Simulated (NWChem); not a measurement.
System: chloroform (CHCl$_{3}$); SMILES ClC(Cl)Cl

All runs: NWChem. Pople sets run with spherical d functions. Coordinates come from a PBE0/def2-SVP optimisation. Computed dipoles belong to the equilibrium geometry; the measured one is vibrationally averaged.

Measured dipole moment: 1.01 D (NIST CCCBDB, as tabulated in the package chemicals).

```csv
level,dipole moment (D),computed − measured
B3LYP/STO-3G,1.47,+0.46
B3LYP/3-21G,1.45,+0.44
B3LYP/6-31G*,1.25,+0.24
B3LYP/6-31+G*,1.23,+0.22
B3LYP/def2-SVP,(withheld),(withheld)
B3LYP/def2-SVPD,1.07,+0.06
B3LYP/def2-TZVP,1.08,+0.07
B3LYP/6-311++G**,1.18,+0.17
B3LYP/aug-cc-pVTZ,(withheld),(withheld)
```

**Question.** What belongs in the gaps?

**Answer.** 
- B3LYP/def2-SVP, dipole moment (D): 1.12
- B3LYP/def2-SVP, computed − measured: +0.11
- B3LYP/aug-cc-pVTZ, dipole moment (D): 1.08
- B3LYP/aug-cc-pVTZ, computed − measured: +0.07
